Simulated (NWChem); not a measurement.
Everything below was run with NWChem. System: hydrogen fluoride (HF), charge 0, spin multiplicity 1, at a geometry optimised with B3LYP/def2-SVP. Level: RHF/6-31G* (spherical d).

Job file:

```
start mol
memory heap 200 mb stack 900 mb global 1100 mb
geometry units angstroms nocenter noautoz
  F      0.000000     0.000000     0.092475
  H      0.000000     0.000000    -0.832277
  symmetry group C2v
end
basis spherical
  * library 6-31g*
end
scf
  rhf
  nopen 0
  maxiter 100
  thresh 1e-7
  semidirect memsize 60000000 filesize 0
end
task scf energy
```

Output (cleaned and shortened):

```
             Northwest Computational Chemistry Package (NWChem) 7.3.0
             --------------------------------------------------------

                                NWChem Input Module
                                -------------------

 Scaling coordinates for geometry "geometry" by  1.889725989
 (inverse scale =  0.529177249)

 Turning off AUTOSYM since
 SYMMETRY directive was detected!

                             Geometry "geometry" -> ""
                             -------------------------

 Output coordinates in angstroms (scale by  1.889725989 to convert to a.u.)

  No.       Tag          Charge          X              Y              Z
 ---- ---------------- ---------- -------------- -------------- --------------
    1 F                    9.0000     0.00000000     0.00000000     0.09247500
    2 H                    1.0000     0.00000000     0.00000000    -0.83227700

 Effective nuclear repulsion energy (a.u.)       5.1501324041

            Nuclear Dipole moment (a.u.)
            ----------------------------
        X                 Y               Z
 ---------------- ---------------- ----------------
     0.0000000000     0.0000000000    -0.0000037795

      Symmetry information
      --------------------

 Group name             C2v
 Group number             16
 Group order               4
 No. of unique centers     2

      Symmetry unique atoms

     1    2


 Summary of "ao basis" -> "" (spherical)
 ------------------------------------------------------------------------------
       Tag                 Description            Shells   Functions and Types
 ---------------- ------------------------------  ------  ---------------------
 *                           6-31g*                   on all atoms

 Summary of "ao basis" -> "ao basis" (spherical)
 ------------------------------------------------------------------------------
       Tag                 Description            Shells   Functions and Types
 ---------------- ------------------------------  ------  ---------------------
 F                           6-31g*                  6       14   3s2p1d
 H                           6-31g*                  2        2   2s

                                 NWChem SCF Module
                                 -----------------

  ao basis        = "ao basis"
  functions       =    16
  atoms           =     2
  closed shells   =     5
  open shells     =     0
  charge          =   0.00
  wavefunction    = RHF
  use symmetry    = T
  symmetry adapt  = T

 Summary of "ao basis" -> "ao basis" (spherical)
 ------------------------------------------------------------------------------
       Tag                 Description            Shells   Functions and Types
 ---------------- ------------------------------  ------  ---------------------
 F                           6-31g*                  6       14   3s2p1d
 H                           6-31g*                  2        2   2s

      Symmetry analysis of basis
      --------------------------

        a1          9
        a2          1
        b1          3
        b2          3

 Forming initial guess at       0.0s

      Superposition of Atomic Density Guess
      -------------------------------------

 Sum of atomic energies:         -99.87056456

      Non-variational initial energy
      ------------------------------

 Total energy =     -99.847121
 1-e energy   =    -149.591002
 2-e energy   =      44.593749
 HOMO         =      -0.634113
 LUMO         =       0.134775

      Symmetry analysis of molecular orbitals - initial
      -------------------------------------------------

 !! scf_movecs_sym_adapt:    8 vectors were symmetry contaminated

  Symmetry fudging

 !! scf_movecs_sym_adapt:    6 vectors were symmetry contaminated

  Numbering of irreducible representations:

     1 a1          2 a2          3 b1          4 b2

  Orbital symmetries:

     1 a1          2 a1          3 a1          4 b2          5 b1
     6 a1          7 a1          8 b2          9 b1         10 a1
    11 a1         12 b2         13 b1         14 a1         15 a2

 Starting SCF solution at       0.1s

 ----------------------------------------------
         Quadratically convergent ROHF

 Convergence threshold     :          1.000E-07
 Maximum no. of iterations :          100
 Final Fock-matrix accuracy:          1.000E-09
 ----------------------------------------------

              iter       energy          gnorm     gmax       time
             ----- ------------------- --------- --------- --------
                 1      -99.9745238151  7.20D-01  4.28D-01      0.1
                 2      -99.9987064021  1.69D-01  8.15D-02      0.1
                 3     -100.0005669445  1.51D-02  7.11D-03      0.1
                 4     -100.0005838889  1.80D-04  1.03D-04      0.1
                 5     -100.0005838905  2.00D-08  1.08D-08      0.1

       Final RHF  results
       ------------------

         Total SCF energy =   -100.000583890539
      One-electron energy =   -150.605601487535
      Two-electron energy =     45.454885192852
 Nuclear repulsion energy =      5.150132404144

        Time for solution =      0.0s

       Symmetry analysis of molecular orbitals - final
       -----------------------------------------------

  Numbering of irreducible representations:

     1 a1          2 a2          3 b1          4 b2

  Orbital symmetries:

     1 a1          2 a1          3 a1          4 b1          5 b2
     6 a1          7 a1          8 b1          9 b2         10 a1
    11 a1         12 b1         13 b2         14 a1         15 a2

             Final eigenvalues
             -----------------

              1
    1  -26.2732
    2   -1.5770
    3   -0.7424
    4   -0.6277
    5   -0.6277
    6    0.2180
    7    1.0910
    8    1.4912
    9    1.4912
   10    1.5700
   11    1.9629
   12    2.0884
   13    2.0884
   14    2.1560
   15    2.1560

                       ROHF Final Molecular Orbital Analysis
                       -------------------------------------

 Vector    3  Occ=2.000000D+00  E=-7.423537D-01  Symmetry=a1
              MO Center=  8.1D-18,  6.0D-19, -1.6D-02, r^2= 5.8D-01
   Bfn.  Coefficient  Atom+Function         Bfn.  Coefficient  Atom+Function
  ----- ------------  ---------------      ----- ------------  ---------------
     5      0.551897  1 F  pz                 9      0.374654  1 F  pz
    15     -0.255429  2 H  s                  6      0.206206  1 F  s

 Vector    4  Occ=2.000000D+00  E=-6.277013D-01  Symmetry=b1
              MO Center= -8.1D-18,  5.3D-34,  7.7D-02, r^2= 4.4D-01
   Bfn.  Coefficient  Atom+Function         Bfn.  Coefficient  Atom+Function
  ----- ------------  ---------------      ----- ------------  ---------------
     3      0.658974  1 F  px                 7      0.491386  1 F  px

 Vector    5  Occ=2.000000D+00  E=-6.277013D-01  Symmetry=b2
              MO Center= -2.6D-34,  1.6D-17,  7.7D-02, r^2= 4.4D-01
   Bfn.  Coefficient  Atom+Function         Bfn.  Coefficient  Atom+Function
  ----- ------------  ---------------      ----- ------------  ---------------
     4      0.658974  1 F  py                 8      0.491386  1 F  py

 Vector    6  Occ=0.000000D+00  E= 2.180351D-01  Symmetry=a1
              MO Center= -4.9D-17, -9.5D-17, -1.0D+00, r^2= 1.6D+00
   Bfn.  Coefficient  Atom+Function         Bfn.  Coefficient  Atom+Function
  ----- ------------  ---------------      ----- ------------  ---------------
    16      1.358426  2 H  s                  6     -0.734952  1 F  s
     9      0.457129  1 F  pz                 5      0.258078  1 F  pz

 Vector    7  Occ=0.000000D+00  E= 1.091022D+00  Symmetry=a1
              MO Center= -7.2D-17, -7.4D-17, -6.2D-01, r^2= 8.5D-01
   Bfn.  Coefficient  Atom+Function         Bfn.  Coefficient  Atom+Function
  ----- ------------  ---------------      ----- ------------  ---------------
    15      1.228071  2 H  s                 16     -0.776779  2 H  s
     5      0.380790  1 F  pz                 9      0.235659  1 F  pz
    12      0.186579  1 F  d  0

 Vector    8  Occ=0.000000D+00  E= 1.491219D+00  Symmetry=b1
              MO Center=  1.0D-16,  2.7D-32,  7.3D-02, r^2= 8.6D-01
   Bfn.  Coefficient  Atom+Function         Bfn.  Coefficient  Atom+Function
  ----- ------------  ---------------      ----- ------------  ---------------
     7      1.042425  1 F  px                 3     -0.947310  1 F  px

 center of mass
 --------------
 x =   0.00000000 y =   0.00000000 z =   0.08671970

 moments of inertia (a.u.)
 ------------------
           2.922706703949           0.000000000000           0.000000000000
           0.000000000000           2.922706703949           0.000000000000
           0.000000000000           0.000000000000           0.000000000000

  Mulliken analysis of the total density
  --------------------------------------

    Atom       Charge   Shell Charges
 -----------   ------   -------------------------------------------------------
    1 F    9     9.54   2.00  0.93  3.29  1.05  2.26  0.02
    2 H    1     0.46   0.40  0.05

       Multipole analysis of the density wrt the origin
       ------------------------------------------------

     L   x y z        total         open         nuclear
     -   - - -        -----         ----         -------
     0   0 0 0     -0.000000      0.000000     10.000000

     1   1 0 0     -0.000000      0.000000      0.000000
     1   0 1 0     -0.000000      0.000000      0.000000
     1   0 0 1     -0.786138      0.000000     -0.000004

     2   2 0 0     -4.026629      0.000000      0.000000
     2   1 1 0     -0.000000      0.000000      0.000000
     2   1 0 1      0.000000      0.000000      0.000000
     2   0 2 0     -4.026629      0.000000      0.000000
     2   0 1 1     -0.000000      0.000000      0.000000
     2   0 0 2     -2.445586      0.000000      2.748468

 Task  times  cpu:        0.1s     wall:        0.1s

 Total times  cpu:        0.1s     wall:        0.1s
```
